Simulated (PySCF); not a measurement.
LiF: frontier orbitals

PBE0 at R = 1.562 Å; PySCF, no relativity, basis sets Li def2-TZVP, F def2-TZVP. State: ¹Σ⁺ (singlet), closed shell. Only the outer orbitals are listed, counted within each symmetry.

```
orbital  occ.  ε (eV)  on Li (%)   main shells (%)
     2σ     2  -54.65        100          100 Li s
     3σ     2  -27.73          1            98 F s
     4σ     2   -8.18          4            96 F p
     1π     2   -7.76          3            96 F p
     1π     2   -7.76          3            96 F p
     5σ     0   -1.12        100  81 Li s, 19 Li p
     2π     0    1.37        100          100 Li p
     2π     0    1.37        100          100 Li p
```

Task: Which are the highest filled and the lowest empty level, where do they sit, and how wide is the gap?

Result: Highest filled 1π at -7.76 eV (in %: 96 F p); lowest empty 5σ at -1.12 eV (in %: 81 Li s, 19 Li p); the gap at PBE0 is 6.64 eV.

- bond order (Mayer): 0.45
- ⟨S²⟩: 0.000
- charge on Li (Mulliken, basis-dependent): 0.77
- charge on Li (Löwdin, basis-dependent): 0.63
- dipole moment (positive dipole means Li(−)F(+)): -6.19 D
- polarisability along the bond: 8.4 bohr³
- polarisability across the bond: 6.3 bohr³
